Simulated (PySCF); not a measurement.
(Z)-2-butenenitrile, C4H5N.
InChI=1S/C4H5N/c1-2-3-4-5/h2-3H,1H3/b3-2-

The closed-shell ground state was solved at several levels (PySCF, density fitting, gas phase, non-relativistic). Isolated species at its PBE0-D3(BJ)/def2-SVP geometry, gas phase.

```tsv
level	basis functions	total energy (Eh)	HOMO (eV)	LUMO (eV)	gap (eV)	dipole (D)
PBE0/6-31+G*	100	-209.8984	-7.92	-1.37	6.55	4.39
LC-wPBE/def2-SVPD	140	-209.8544	-10.62	0.83	11.45	4.35
PBE0/def2-SVP	95	-209.7410	-7.87	-1.26	6.61	4.13
B3LYP/pcJ-1	185	-210.1669	-7.73	-1.59	6.14	4.27
BHandHLYP/def2-SVPD	140	-209.8710	-8.94	-0.34	8.60	4.44
```

(1) What might PBE0/pcSseg-1 (110 basis functions) give for the same quantities?

(2) Over all these levels, which gives the widest orbital gap and which the narrowest?

(3) How much does the basis alone move the frontier levels among the 3 PBE0 rows (the withheld one included)?

(4) How far do the dipole and the HOMO energy spread over the levels?

Results:

(1) Total energy -209.8709 Eh, HOMO -7.97 eV, LUMO -1.39 eV, gap 6.58 eV, dipole 4.28 D.

(2) LC-wPBE/def2-SVPD (range-separated hybrid) has the widest, 11.45 eV, and B3LYP/pcJ-1 (global hybrid, 20 % exact exchange) the narrowest, 6.14 eV. Functional and basis both differ between the two, so the spread mixes both effects.

(3) The HOMO by 0.10 eV and the LUMO by 0.13 eV. By rising basis size (HOMO, LUMO in eV): def2-SVP -7.87, -1.26; 6-31+G* -7.92, -1.37; pcSseg-1 -7.97, -1.39.

(4) The dipole runs from 4.13 to 4.44 D (mean 4.31 D) and the HOMO from -10.62 to -7.73 eV.
